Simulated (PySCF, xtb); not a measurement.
C2H4, SMILES C=C (connectivity only; charge and spin as stated), charge +1, multiplicity 2.

Harmonic wavenumbers (cm⁻¹) from GFN2-xTB (xtb) at its own minimum, in rising order: 646, 778, 799, 835, 961, 1173, 1180, 1571, 2831, 2856, 2878, 2911.

Question: What does PBE-D3(BJ)/def2-TZVP (PySCF 2.14.0) give at its own minimum? (An estimate is asked for; the answer gives what the named calculation found.)

Answer: 730, 735, 806, 1013, 1141, 1248, 1353, 1422, 2993, 2998, 3080, 3102. Paired by order, the mean absolute difference is 132 cm⁻¹ and the zero-point energies are 27.8 and 29.5 kcal/mol.
